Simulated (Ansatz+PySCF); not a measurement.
## singlet CH(+): levels of theory in one basis

```csv
atom,x (Å),y (Å),z (Å)
C,0.0000,0.0000,-0.3769
H,0.0000,0.0000,2.2616
```

Basis set: 6-31G (spherical functions). Correlated methods keep 1 orbital frozen. Charge 1, multiplicity 1.

Computed with Ansatz (development build ahead of 0.2.0) and PySCF 2.14.0; each method stands on the lowest determinant of its kind that the runs found.

```
                            method  E − E(RHF) (eV)  <S²> of the determinant
                               RHF             0.00                        –
                               UHF            -2.60                     1.01
                           UHF-MP2            -3.31                     1.01
                          RHF-CCSD            -4.01                        –
                       RHF-CCSD(T)            -4.13                        –
                       UHF-CCSD(T)            -3.93                     1.01
full CI (lowest root of this spin)            -4.09                        –
```

(1) What does RHF-MP2 give on the same scale?

(2) Is a single determinant a sound starting point here?

## Answers

(1) -2.15 eV.

At such a shape the full CI root can have another spatial symmetry than the determinants, so the rows needn't describe one state.

(2) It is doubtful. Unrestricted orbitals lower Hartree–Fock by 2.60 eV and <S²> is 1.01 where a pure state has 0.00, a sign of strong static correlation.

Caution for RHF, RHF-MP2, RHF-CCSD, RHF-CCSD(T): an unrestricted determinant lies well below. Caution for UHF, UHF-MP2, UHF-CCSD(T): the unrestricted determinant is a mixture of spin states. Caution for RHF-MP2, RHF-CCSD: large amplitudes, a single reference is doubtful. Caution for UHF-MP2, UHF-CCSD(T): bonds are stretched, where a single reference can fail; a plain start can end on a higher determinant. Caution for RHF-CCSD(T): very large amplitudes, the method is breaking down; the amplitudes may be one of several solutions. Caution for UHF-CCSD(T): another reference gives a lower total.
